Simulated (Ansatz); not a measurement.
**BH4 (doublet): wave-function methods side by side, aug-cc-pVDZ**

Aim: climb from Hartree-Fock through coupled cluster and multireference methods for BH4 (doublet) at one geometry and basis, and see what each rung misses.

Method: aug-cc-pVDZ, core rule «outside noble gas», up to 1 orbitals frozen; program: Ansatz 0.2.0, Gaussian basis.

Plan: UHF; CCSD(T) on ROHF; CCSD(T) on UHF; BCCD(T) on ROHF; CISD; CCSDT(Q) on ROHF; CCSDT(Q) on UHF; CASSCF and MRCISD+Q, 7 electrons in 8 orbitals; CASSCF and NEVPT2, 7 electrons in 8 orbitals.

8 further runs of the same task are left out: 2 for a known fault of the program, 6 set aside as unsound or not needed.

### 1 What is computed

The geometry is a PBE0/def2-TZVP stationary point (not a proven minimum) of the parent state, kept for this charge and spin.

5 atoms, charge 0, spin multiplicity 2.

Atoms are counted from 1 here; the program's logs count them from 0.

Bond lengths: B1–H2 1.256 Å, B1–H3 1.256 Å, B1–H4 1.256 Å, B1–H5 1.256 Å. Angles: H2–B1–H3 65.3°, H2–B1–H4 135.2°, H2–B1–H5 135.2°, H3–B1–H4 135.2°, H3–B1–H5 135.2°, H4–B1–H5 65.3°.

### 2 UHF

Contents of in.yaml:

```yaml
crystal:
  periodic: [false, false, false]
  atoms:
    - {symbol: B, position_ang: [0.000000, 0.000000, 0.000000]}
    - {symbol: H, position_ang: [0.472475, 0.486295, 1.057304]}
    - {symbol: H, position_ang: [-0.485791, -0.470884, 1.058245]}
    - {symbol: H, position_ang: [-0.471913, 0.471402, -1.064277]}
    - {symbol: H, position_ang: [0.485229, -0.486813, -1.051272]}
basis:
  gaussian: {orbitals: aug-cc-pVDZ}
magnetization: {spin_polarized: true, initial_magnetization: 1}
hamiltonian: {xc: hf}
output: {orbitals: {seedname: orbitals}}
```

On the command line:

```sh
$ ansatz run in.yaml --threads 1 --pin off --events-out ev --progress --plain --max-ram 3328MiB --backend cpu
```

Further steps of the session: CCSD(T) on ROHF; CCSD(T) on UHF; BCCD(T) on ROHF; CISD; CCSDT(Q) on ROHF; CCSDT(Q) on UHF; CASSCF and MRCISD+Q, 7 electrons in 8 orbitals; CASSCF and NEVPT2, 7 electrons in 8 orbitals.

Q: Predict the results of all the runs planned. Wanted: UCCSDT(Q) below the RHF energy; RMP2 from UCCSDT(Q); UMP2 from UCCSDT(Q); RCCSD from UCCSDT(Q); RCCSD(T) from UCCSDT(Q); UCCSD(T) from UCCSDT(Q); RCCSDT(Q) from UCCSDT(Q); NEVPT2 valence from UCCSDT(Q); MRCISD+Q valence from UCCSDT(Q).

**Answer**, as computed:

| quantity | value |
| --- | --- |
| UCCSDT(Q) below the RHF energy | -4.2715 eV |
| RMP2 from UCCSDT(Q) | +19.92 kcal/mol |
| UMP2 from UCCSDT(Q) | +20.25 kcal/mol |
| RCCSD from UCCSDT(Q) | +2.91 kcal/mol |
| RCCSD(T) from UCCSDT(Q) | +0.54 kcal/mol |
| UCCSD(T) from UCCSDT(Q) | +0.55 kcal/mol |
| RCCSDT(Q) from UCCSDT(Q) | +0.01 kcal/mol |
| NEVPT2 valence from UCCSDT(Q) | +15.62 kcal/mol |
| MRCISD+Q valence from UCCSDT(Q) | +0.50 kcal/mol |
| levels within 1 kcal/mol (43 meV) | RCCSD(T), UCCSD(T), BCCD(T), RCCSDT, UCCSDT, RCCSDT(Q), MRCISD+Q valence |
| T1 diagnostic | 0.017 |
| effectively unpaired electrons | 1.02 |

RCCSD(T) lands +0.54 kcal/mol from the yardstick (0.6 % of the correlation energy). One determinant dominates. Of the multireference levels listed MRCISD+Q valence comes nearest in total energy (+0.50 kcal/mol), which doesn't show that its space is the better one. These misses are within one basis, not against nature; the frozen cores of restricted and unrestricted runs differ, which can shift their rows.
